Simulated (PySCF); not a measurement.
Compound: C4H7N2 (charge +1).
Geometry (PBE0-D3(BJ)/def2-SVP, Å), atoms numbered from 1 in this order:
```
atom  x, y, z in Å
C1     1.8763   -0.0405    0.0753
N2     0.4209   -0.0065    0.0172
C3    -0.4030   -1.1106    0.0234
C4    -1.6869   -0.6558   -0.0470
N5    -1.6070    0.7127   -0.0962
C6    -0.3295    1.0901   -0.0560
H7     2.2636    0.9843    0.0448
H8     2.2653   -0.6005   -0.7852
H9     2.1965   -0.5223    1.0085
H10   -0.0134   -2.1245    0.0786
H11   -2.6326   -1.1920   -0.0667
H12   -2.3962    1.3516   -0.1528
H13    0.0373    2.1148   -0.0792
```

Theory: core-valence-separated Tamm–Dancoff BHandHLYP/aug-pcX-1 (pcseg-1 on H) in PySCF, non-relativistic, gas phase, PBE0-D3(BJ)/def2-SVP geometry. BHandHLYP without relativity tends to put these K edges a few eV too low, so spacings mean more than positions.

The lowest roots of each edge with f over 0.003 (five at most, numbered afresh; weaker and dark ones are left out), with transition dipoles (au) in the frame of the coordinates:

```json
{"root": "1", "edge": "C", "E (eV)": "284.27", "μx": "0.0021", "μy": "-0.0021", "μz": "-0.0534"}
{"root": "2", "edge": "C", "E (eV)": "284.29", "μx": "-0.0050", "μy": "0.0049", "μz": "0.1240"}
{"root": "3", "edge": "C", "E (eV)": "284.50", "μx": "-0.0042", "μy": "0.0040", "μz": "0.1037"}
{"root": "4", "edge": "C", "E (eV)": "286.97", "μx": "-0.0822", "μy": "-0.0089", "μz": "-0.0031"}
{"root": "5", "edge": "C", "E (eV)": "287.82", "μx": "-0.0261", "μy": "-0.0070", "μz": "-0.0011"}
{"root": "6", "edge": "N", "E (eV)": "399.66", "μx": "-0.0028", "μy": "0.0027", "μz": "0.0695"}
{"root": "7", "edge": "N", "E (eV)": "399.76", "μx": "-0.0027", "μy": "0.0026", "μz": "0.0672"}
{"root": "8", "edge": "N", "E (eV)": "402.36", "μx": "-0.0376", "μy": "0.0292", "μz": "-0.0027"}
{"root": "9", "edge": "N", "E (eV)": "404.20", "μx": "-0.0356", "μy": "0.0044", "μz": "-0.0016"}
{"root": "10", "edge": "N", "E (eV)": "404.53", "μx": "-0.0341", "μy": "-0.0028", "μz": "-0.0013"}
```

What are the oscillator strengths?

f = (2/3) ΔE |μ|², with ΔE in hartree (27.2114 eV):

| root | ΔE (Eh) | \|μ\|² (au) | f | core hole on |
| --- | --- | --- | --- | --- |
| 1 | 10.4468 | 0.002859 | 0.020 | C4 |
| 2 | 10.4475 | 0.015425 | 0.107 | C3 |
| 3 | 10.4553 | 0.010782 | 0.075 | C6 |
| 4 | 10.5458 | 0.006850 | 0.048 | C1 |
| 5 | 10.5773 | 0.000733 | 0.005 | C1 |
| 6 | 14.6872 | 0.004848 | 0.048 | N2 |
| 7 | 14.6911 | 0.004531 | 0.044 | N5 |
| 8 | 14.7864 | 0.002277 | 0.022 | N5 |
| 9 | 14.8540 | 0.001288 | 0.013 | N2 |
| 10 | 14.8662 | 0.001173 | 0.012 | N2 |

Molecules are fixed in this frame and the field points along (1, 1, 0)/√2. What effective strengths 3 f cos²θ do the roots have (θ between field and μ)?

root 1 (C4): 0.000, root 2 (C3): 0.000, root 3 (C6): 0.000, root 4 (C1): 0.088, root 5 (C1): 0.012, root 6 (N2): 0.000, root 7 (N5): 0.000, root 8 (N5): 0.001, root 9 (N2): 0.014, root 10 (N2): 0.020. Root 4 is the strongest. Averaged over all orientations cos²θ is 1/3, which gives f back.

Rough CPU time on one thread of a shared machine: about 40 s.
